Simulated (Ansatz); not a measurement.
Rock-salt PbTe, treated with RPBE (Ansatz, a quantum-chemistry and plane-wave program, plane waves, PAW).

Total energies, extrapolated to zero smearing (they compare only within this program, potentials and cutoff; free atoms with spin allowed, lowest state found):

```json
[
 {"system": "rock-salt PbTe, relaxed", "energy (eV/atom)": "-9455.6762"},
 {"system": "free Te atom", "energy (eV/atom)": "-6986.8323"},
 {"system": "free Pb atom", "energy (eV/atom)": "-11919.1561"}
]
```

**Question.** Work out the cohesive energy per atom.

**Answer.** E_coh = [1 × (-6986.8323) + 1 × (-11919.1561)]/2 − (-9455.6762) = 2.68 eV/atom. The reference value is 2.41 ± 0.03 eV/atom (worked out here from tabulated enthalpies at 298 K, brought to a static lattice with a Debye model, atoms in their spin–orbit ground levels; inputs from the CRC Handbook), not set against a level without spin–orbit coupling.

Spin–orbit coupling is left out; its size isn't shown.

The PAW data were made under PBE.
